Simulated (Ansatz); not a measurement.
# BSi+ (triplet): from Hartree-Fock to the top rungs, def2-TZVPP

An exercise on one series of results from a longer session: the logs are not shown, and one member is left open.

The runs use Ansatz 0.2.0, Gaussian basis; def2-TZVPP, core rule «outside noble gas», up to 6 orbitals frozen.

Plan: UHF; ROHF; CCSD(T) on UHF.

2 further runs of the same task are left out: 2 set aside as unsound or not needed.

## What is computed

The geometry is a PBE0/def2-TZVP stationary point (not a proven minimum).

2 atoms, charge 1, spin multiplicity 3.

Atoms are counted from 1 here; the program's logs count them from 0.

Bond lengths: Si1–B2 2.095 Å.

Coordinates:

```
atom   x (Å)   y (Å)   z (Å)
 Si1  0.0000  0.0000  0.0000
  B2  0.0000  0.0000  2.0949
```

The first run:

in.yaml

```yaml
crystal:
  periodic: [false, false, false]
  atoms:
    - {symbol: Si, position_ang: [0.000000, 0.000000, 0.000000]}
    - {symbol: B, position_ang: [0.000000, 0.000000, 2.094900]}
basis:
  gaussian: {orbitals: def2-TZVPP}
total_charge: 1
magnetization: {spin_polarized: true, initial_magnetization: 2}
hamiltonian: {xc: hf}
output: {orbitals: {seedname: orbitals}}
```

Run with:

```
> ansatz run in.yaml --threads 1 --pin off --events-out ev --progress --plain --max-ram 4096MiB --backend cpu
```

Steps of the session up to this table: UHF; ROHF; CCSD(T) on UHF.

One table of the session follows, with a row left open; its other results are not shown here.

| method | from UCCSD(T) (kJ/mol) |
| --- | --- |
| ROHF | ? |
| UHF | +381.2 |
| UMP2 | +104.6 |
| UCCSD | +18.1 |
| UCCSD(T) | 0 |

**Question.** Estimate the row for ROHF.

**Answer.** from UCCSD(T) (kJ/mol): +392.0. In the column «from UCCSD(T) (kJ/mol)» it is the highest.

Caveats from the session: Warnings: spin contamination; coupled cluster took another determinant than the lowest.
